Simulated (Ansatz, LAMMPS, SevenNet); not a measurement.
# Rock-salt RbCl, elastic constant C12

Reference value: 6.5 GPa (measured, 4 K, no zero-point or thermal correction; as tabulated in Harker's crystal data pages).

```tsv
level (code)	value (GPa)	cell (Å³/atom)	difference (%)
ionic model catlow1977 (shell model, LAMMPS)	4.9	33.99	-25
SevenNet-0 (SevenNet)	5.3	37.81	-18.5
LDA (Ansatz)	6.0	32.43	-7.7
PBE (Ansatz)	5.4	37.57	-16.9
HSE06 (Ansatz)	5.5	36.91	-15.4
```

Leaving aside ionic model catlow1977, which can be fitted to such values or carry a doubt: The best agreement in this table is that of LDA (-7.7 %). Farthest off: SevenNet-0 (-18.5 %), PBE (-16.9 %). Of these only LDA lands within 10 %. All 4 levels lie below the reference.

The measured value isn't corrected to a static lattice, so vibrations enter the comparison.  Each level is taken at its own relaxed cell. Ansatz's density-functional and Hartree–Fock values are scalar-relativistic unless marked +SOC, with PAW data made under PBE.

Empirical potentials (ionic model catlow1977) are fitted to chosen data, which need not cover the solid at hand: agreement can be built in, and what lay outside the fit can be far off. Machine-learned potentials (SevenNet-0) are trained on DFT data, which may include these solids.

Differences are worked out from the printed values.

Ansatz is a program for electronic structure.
